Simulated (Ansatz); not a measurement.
# Telling isomers of CHFS apart by their spectra

These gas-phase data were calculated for one isomer of CHFS at B3LYP-D4/def2-TZVP (harmonic, unscaled wavenumbers; equilibrium rotational constants with average atomic masses):

| Property | Result |
| --- | --- |
| rotational constants | 41.94, 7.914, 6.658 GHz |
| all wavenumbers above 1500 cm⁻¹ | 3293 |
| dipole moment | 1.71 D (PBE0/def2-TZVPD) |

Candidates:

(1) `C#SF`, a singlet
(2) `FC=S`, a singlet

Problem. Assign the data to one candidate and say why. Where the bands don't settle it, estimate the moments of inertia from typical bond lengths.

Solution. Candidate (1). The rotational constants decide: (2) would give 73.37, 6.102, 5.634 GHz.

The same quantities for all candidates:

```tsv
	rotational constants (GHz)	wavenumbers above 1500 cm⁻¹	dipole (D)	E above the lowest, B3LYP-D4/def2-TZVP (kcal/mol)
(1)	41.94, 7.914, 6.658	3293	1.71	35.1
(2)	73.37, 6.102, 5.634	3133	1.40	0.0
```

Harmonic stretches to hydrogen usually lie a few per cent above observed fundamentals. Programs: Ansatz 0.2.0.
